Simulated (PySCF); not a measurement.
**Which determinant of PO lies lowest?**

Unrestricted PBE0; PySCF, no relativity, basis sets P def2-TZVP, O def2-TZVP. Outer shells of the fragments: P 3s2 3p3; O 2s2 2p4.

Followed along the bond (rough minima from three points):

```json
{"2Ms+1": "2", "unpaired": "π ↑", "⟨S²⟩ at the start": "0.76", "R at minimum (Å)": "1.48", "Te (eV)": "0.00"}
{"2Ms+1": "4", "unpaired": "π ↑↑↑", "⟨S²⟩ at the start": "3.76", "R at minimum (Å)": "1.72", "Te (eV)": "3.20"}
```

Solutions found at the starting distance of 1.665 Å, counted from the lowest of them; the search is not exhaustive and high or unbound solutions are not listed, so other states can lie among these:

| 2Ms+1 | unpaired | term | E (eV) | ⟨S²⟩ | ⟨Lz²⟩ | μ (D) |
| --- | --- | --- | --- | --- | --- | --- |
| 2 | π ↑ | ²Π | 0.00 | 0.76 | 1.01 | -2.68 |
| 4 | π ↑↑↑ | ⁴Π | 2.40 | 3.76 | 1.00 | -0.53 |
| 2 | π ↑↑↓ | mixed | 2.80 | 1.77 | 3.04 | -0.56 |
| 4 | σ ↑, π ↑↑ | ⁴Σ⁻ | 3.22 | 3.76 | 0.00 | -1.96 |
| 2 | σ ↑, π ↑↓ | mixed | 3.89 | 1.77 | 2.03 | -1.62 |
| 2 | σ ↓, π ↑↑ | mixed | 3.90 | 1.77 | 0.00 | -1.51 |
| 2 | σ ↑ | ²Σ⁺ | 3.98 | 0.84 | 0.00 | -1.69 |
| 2 | π ↑ | mixed | 4.35 | 0.75 | 3.01 | -0.55 |
| 4 | σ ↑, π ↑↑ | mixed | 6.29 | 3.76 | 2.02 | 0.15 |
| 4 | σ ↑, π ↑↑ | mixed | 6.80 | 3.76 | 2.01 | -0.04 |

A term symbol is given only where ⟨S²⟩ and ⟨Lz²⟩ are close to those of a pure state; real π, δ and φ orbitals otherwise mix terms. A positive dipole means P(−)O(+).

Compare the gap between the two lowest followed solutions at the starting distance with the gap between their minima.

At PBE0 the second solution (quartet, unpaired electrons π ↑↑↑) lies +2.40 eV from the first (doublet, unpaired electrons π ↑) at 1.665 Å and +3.20 eV at the minima; the two curves relax by different amounts, since their minima lie near 1.72 and 1.48 Å.

Counting both spins, an empty level lies below a filled one in some of these solutions, because spin and occupation are held.
